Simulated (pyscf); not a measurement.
Optimised with ωB97X-D3(BJ)/def2-SVP in PySCF. Correlated levels are frozen-core, on RHF or UHF. ΔMP2 is the change of the MP2 total energy from the triple- to the quadruple-zeta basis.

SMILES: [SeH]C#C
```xyz
5

C     -1.6713     0.7459     0.1943
C     -1.1469    -0.3320     0.3673
Se    -0.3398    -1.9375     0.7432
H     -2.1380     1.7026     0.0351
H     -0.4141    -2.4371    -0.6353
```
Charge 0, spin multiplicity 1.

Question: What is the homolytic dissociation enthalpy (298 K, CCSD(T)/def2-TZVPP + ΔMP2(QZVPP)) of the C–Se bond of HC≡C–SeH, to •C≡CH + SeH•?

Answer: C–Se to •C≡CH + SeH•: 99.6 kcal/mol. The radicals are drawn with the spin at the cut bond; how far it spreads was not checked. The CCSD(T) − MP2 part came from Ansatz, without density fitting, on the same reference. An open-shell T1 diagnostic exceeds 0.045. A UHF reference is spin-contaminated (<S²> up to 1.15), which harms MP2 most. The frozen core leaves the outer d or s,p core shells of the metals and heavy elements correlated in the MP2 and CC values, and def2-TZVPP describes them poorly, which can shift differences by a few kcal/mol. Left out: the spin-orbit lowering of SeH, which is large for Br, Se, Te and I. C₂H has a Π state close over its Σ ground state, and the state reached was not checked. Elements up to Kr have no core potential and no relativistic terms here.
